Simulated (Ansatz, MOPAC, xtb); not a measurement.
## SiH2S2 (SMILES S[Si]S): methods side by side

The runs start from one conformer, not always the lowest.

SiH2S2, singlet, SMILES `S[Si]S`. Each level relaxes the structure for itself.

Quantity: the highest harmonic wavenumber at each level's own minimum, in cm⁻¹. The values are calculated.

| level | kind | program | value (cm⁻¹) |
| --- | --- | --- | --- |
| MNDOD | semi-empirical | MOPAC | 2936 |
| PM6-D3 | semi-empirical | MOPAC | 2687 |
| PM6-DH+ | semi-empirical | MOPAC | 2687 |
| GFN2-xTB | semi-empirical | xtb | 2467 |
| HF/STO-3G | Hartree–Fock | Ansatz | 3277 |
| HF/3-21G | Hartree–Fock | Ansatz | 2651 |
| HF/6-31G* (Cartesian functions) | Hartree–Fock | Ansatz | 2906 |
| PBE/def2-SVP | GGA | Ansatz | 2599 |
| PBE0-D4/def2-TZVP | global hybrid | Ansatz | 2700 |
| B3LYP/6-31G* (Cartesian functions) | global hybrid | Ansatz | 2671 |

Harmonic and unscaled. The values span 2467 to 3277 cm⁻¹. Without the sets that lack polarisation functions the rows with a basis span only 2599 to 2906 cm⁻¹.
